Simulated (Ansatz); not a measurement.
bcc Mo, treated with rVV10 (plane waves, PAW; Ansatz, a first-principles code).

Settings: plane-wave cutoff 520 eV, 24×24×24 k mesh, Fermi–Dirac smearing 0.05 eV, no spin polarisation, scalar-relativistic PAW data made under PBE.

Pressure at four volumes; x = ln(V/16.132 Å³). One pressure is withheld.

| V (Å³/atom) | x | P (GPa) |
|---|---|---|
| 15.164 | -0.0619 | 17.84 |
| 16.132 | 0.0000 | 0.01 |
| 16.777 | 0.0392 | -9.11 |
| 17.100 | 0.0583 | ? |

Task: Pass a parabola P(x) through the three rows shown, estimate the bulk modulus and its pressure derivative near zero pressure, and predict the withheld pressure.

Result: Slopes between the rows: (0.01 − (17.84))/(0.0000 − (-0.0619)) = -288.05 and (-9.11 − (0.01))/(0.0392 − (0.0000)) = -232.65 GPa. Their difference over the span 0.1011 is c = 55.40/0.1011 = 548.0 GPa, so P(x) = 17.84 + (-288.05)(x − (-0.0619)) + 548.0 (x − (-0.0619))(x − (0.0000)). At the middle row B = −dP/dx = −[-288.05 + 548.0 × 0.0619] = 254.1 GPa, and B′ = dB/dP = 2c/B = 4.3. At x = 0.0583 the parabola gives -12.94 GPa; the run gives -13.00 GPa. The Birch–Murnaghan fit to the energies at all volumes has B0 = 253 GPa and B′ = 4.2.

Measured, for comparison: bulk modulus 265 GPa (zero-point energy and finite temperature contributions removed, sources range from 265 to 278; as tabulated in doi:10.1021/acs.jctc.3c00612). Computed less measured: bulk modulus -4.5 % (-4.5 % to -9 % over the range).
